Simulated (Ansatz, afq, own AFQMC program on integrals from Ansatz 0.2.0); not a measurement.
**Where AFQMC and coupled cluster stand for SiH$_{4}$F, doublet**

```xyz
6

Si   -1.0140    0.0000    0.0000
H    -1.5088    1.3997    0.0000
H    -1.5088   -0.6999    1.2122
H    -1.5088   -0.6999   -1.2122
H     0.6610    0.0000    0.0000
F     1.7040    0.0000    0.0000
```

Connectivity, by distances: SiH3 ··· F, 1 bridging H.

Basis cc-pVTZ. Only valence electrons are correlated. AFQMC by an in-house program on the Cholesky factors that Ansatz 0.2.0 writes for its CCSD(T) run. The CISD trial takes its coefficients from CCSD amplitudes. Released means that phaseless walkers are propagated on without the constraint, phases kept. Uncertainties: one standard error, sampling alone.

Determinant: UHF, the one that the program's search chose, which needn't be the lowest solution. The geometry is a point of a scan.

No full CI on the walks' own integrals is used here. The released AFQMC energy serves as the reference, which it does only where one determinant dominates, the energy is flat over the last release times and near the phaseless one (40 meV or 2 meV an electron, half that with transition metals). On small molecules, where full CI could be run and the noise was under 10 meV, such values lay within 10 meV of it in 19 cases of 20, a flattering rate, since the rule was set on those same cases; what remains of the bias isn't in the error bar.

Cautions: the released value is read at 1.50 1/Eh (meV from the phaseless value at times in 1/Eh: -2 ± 7 at 0.24, -15 ± 7 at 0.51, -15 ± 8 at 0.99, 0 ± 8 at 1.50).

- T1 diagnostic: 0.0146
- weight of the determinant in the CISD state: 0.874
- ⟨S²⟩ of the determinant: 0.765
- size of the correlated space: 15 electrons in 114 orbitals

Reference: AFQMC with the constraint released, correlation energy -12.018 ± 0.008 eV.

```json
{"level": "HF", "E − E(reference) (mEh)": "441.66 ± 0.29", "share of correlation (%)": "0.00"}
{"level": "MP2", "E − E(reference) (mEh)": "40.71 ± 0.29", "share of correlation (%)": "90.78"}
{"level": "CCSD", "E − E(reference) (mEh)": "12.93 ± 0.29", "share of correlation (%)": "97.07"}
{"level": "CCSD(T)", "E − E(reference) (mEh)": "1.05 ± 0.29", "share of correlation (%)": "99.76"}
{"level": "ph-AFQMC/HF", "E − E(reference) (mEh)": "-3.65 ± 1.11", "share of correlation (%)": "100.83"}
{"level": "ph-AFQMC/CISD", "E − E(reference) (mEh)": "-0.02 ± 0.37", "share of correlation (%)": "100.00"}
```

A walk keeps the symmetry of its determinant, which the program's search chose and which needn't be the lowest solution, so a lower state of the same spin and another symmetry isn't excluded. Released energies are given only where the last usable release times agree within the noise; a slower fall can still hide under it.
